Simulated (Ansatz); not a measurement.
```yaml
atoms:
  - { symbol: B, position_ang: [-0.0003, 0.0101, 0.0684] }
  - { symbol: H, position_ang: [1.2085, 0.0500, -0.0062] }
  - { symbol: H, position_ang: [-0.5929, 1.0002, -0.0700] }
  - { symbol: H, position_ang: [-0.6435, -0.9802, -0.0034] }
```

RHF-MP2 on singlet BH3 was run in several spherical basis sets with Ansatz (development build ahead of 0.2.0). Frozen core: 1 orbital.

Task: Rank the basis sets by the total energy that they give, lowest first, with the distance from the lowest.
A. cc-pVDZ
B. aug-cc-pVDZ
C. STO-3G
D. def2-SVP
E. 6-31G

Result: B (0.00 eV), A (0.11 eV), D (0.65 eV), E (1.49 eV), C (10.38 eV).

Totals follow the description of the cores as much as that of the bonds, so this order isn't one of quality for chemistry.
